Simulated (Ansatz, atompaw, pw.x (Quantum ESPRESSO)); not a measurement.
**magnesium: one change to the PAW (atompaw) potential, in the atom and in the fcc crystal**

magnesium, PAW, made with atompaw 4.2.0.5 (PBEsol, scalar-relativistic). Core [Ne], reference 3s1.75 3p0.25. Waves: 3s (bound): rc 3.00 bohr; 3s channel at 2.95 Ry: rc 3.00 bohr; 3p (bound): rc 3.00 bohr; 3p channel at 0.3 Ry: rc 3.00 bohr; 3d channel at 0.45 Ry: rc 3.00 bohr. Local part: ultrasoft scheme with l = 3 at 0 Ry, radius 2.00 bohr. Core correction: smooth core density matched at 1.55 bohr. Augmentation charge: besselshape compensation charge, radius 2.65 bohr; PAW radius 3.00 bohr; waves and projectors: custom polynom2 7 10 vanderbiltortho.

Change: local potential ultrasoft scheme with l = 3 at 0 Ry, radius 1.36 bohr.

Cutoffs, loose and tight: the cutoffs (Ry, on a coarse ladder) from which the occupation-weighted sum of valence levels, in a spherical-Bessel basis at the reference potential, stays within 10 and 1 mRy of its value at 400 Ry. They see the waves, projectors and local potential, not the compensation charge or the core.

Crystal test: fcc Mg in pw.x 7.5, no spin, 13³ k-points, Fermi–Dirac smearing 0.01 Ry, cutoffs set for each file from its atomic test. The reference is all-electron LAPW (Ansatz 0.2.0) with the same functional, mesh and smearing; V0 and B0 come from Birch–Murnaghan fits to the pressures at five volumes. Errors are pseudo minus all-electron; Δ is the rms difference of the E(V) curves that follow from these fits, minima aligned, over ±6 % about the mean V0. Mesh and smearing are coarse, so the numbers serve the comparison and aren't converged zero-temperature values; the lattice is a test structure that the element need not adopt.

All-electron: a0 = 4.495 Å (V0 = 22.71 Å³/atom), B0 = 36.4 GPa.

Q: Does the change bring the crystal closer to the all-electron result?

A: The mean pressure error goes from +1.46 to +0.84 GPa, so the change moves the solid closer to the all-electron pressures.

| quantity | base | changed |
| --- | --- | --- |
| outcome (atom) | generated | generated |
| cutoff, loose (atom) | 6 Ry | 6 Ry |
| cutoff, tight (atom) | 8 Ry | 8 Ry |
| bound ghosts (atom) | none | none |
| cutoffs in pw.x (Ry) | 40/400 | 40/400 |
| a0 (Å) | 4.552 | 4.528 |
| a0 error (%) | +1.27 | +0.74 |
| B0 error (%) | -2.6 | -0.6 |
| Δ (meV/atom) | 6.9 | 4.0 |
| mean pressure error (GPa) | +1.46 | +0.84 |

Base: This is a poor potential for the solid. Changed file: This is a poor potential for the solid. The atomic cutoffs weigh occupied waves only.
